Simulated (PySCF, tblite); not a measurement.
# Complex of beryllium hydride and dinitrogen

A gas-phase complex of beryllium hydride and dinitrogen; neutral, singlet. The structure comes from a short search (6 tight-binding starts) and was relaxed by PBE0-D3(BJ)/def2-TZVPD; another way of binding may lie lower. Frequencies by PBE0-D3(BJ)/def2-TZVPD show no clear imaginary mode.

Parts: 1 = beryllium hydride ([BeH2]), atoms 1–3; 2 = dinitrogen (N#N), atoms 4–5.

Coordinates in Å:
```
Be1    -0.228    0.003    0.214
H2     -0.399    1.148   -0.481
H3      0.433   -1.163    0.392
N4     -2.248    0.075    2.353
N5     -1.501    0.049    1.561
```

Contacts between parts, classed by geometry: Be1···N5 1.854 Å (bond).

The parts are joined by the bond Be1–N5, so these are energies of forming such bonds; deforming the relaxed parts to their shape in the adduct costs 4.8 kcal/mol, which the interaction energies leave out.

Interaction energies are complex less parts, with the parts frozen as they stand in it; counterpoise-corrected, in kcal/mol (PySCF).

(1) How strongly do the parts interact, level by level?

(2) What holds them together? Decompose the wB97M-D3(BJ)/def2-TZVPD energy: frozen parts, their antisymmetrised product, then relaxation.

The parts were also relaxed and run alone, at the levels used for the complex: shieldings by PBE0/pcSseg-2; core levels by delta-SCF with SCAN, pcX-2 on the ionised atom and pcseg-1 elsewhere, spin-free X2C.

(3) How do these values change when the complex forms?

(4) What are the binding energy from relaxed parts (wB97M-D3(BJ)/def2-TZVPD), and ΔH and ΔG of association at 298.15 K and 1 atm?

Results:

(1) 
```
                  level  interaction  superposition error removed
wB97M-D3(BJ)/def2-TZVPD        -4.71                        -0.19
 PBE0-D3(BJ)/def2-TZVPD        -7.14                        -0.20
```

(2) electrostatic -21.8, Pauli repulsion +39.5, orbital relaxation -21.5, dispersion correction -1.1 kcal/mol, which sum to the value before the counterpoise correction; the Pauli term holds the exchange-correlation of the frozen density too. Of the attraction, 49 % is electrostatic, 48 % is orbital relaxation, 2 % is dispersion correction.

(3) 
```json
{"property": "shielding of Be1 (ppm)", "alone": "77.9", "in the complex": "87.0", "change": "+9.1"}
{"property": "shielding of N5 (ppm)", "alone": "-86.7", "in the complex": "-58.9", "change": "+27.7"}
{"property": "Be1 1s core level (eV)", "alone": "121.80", "in the complex": "120.45", "change": "-1.35"}
```

(4) 0.08 kcal/mol, 1.71 with zero-point energy; ΔH 1.0 and ΔG +8.2 kcal/mol, from harmonic vibrations by PBE0-D3(BJ)/def2-TZVPD with low modes damped.
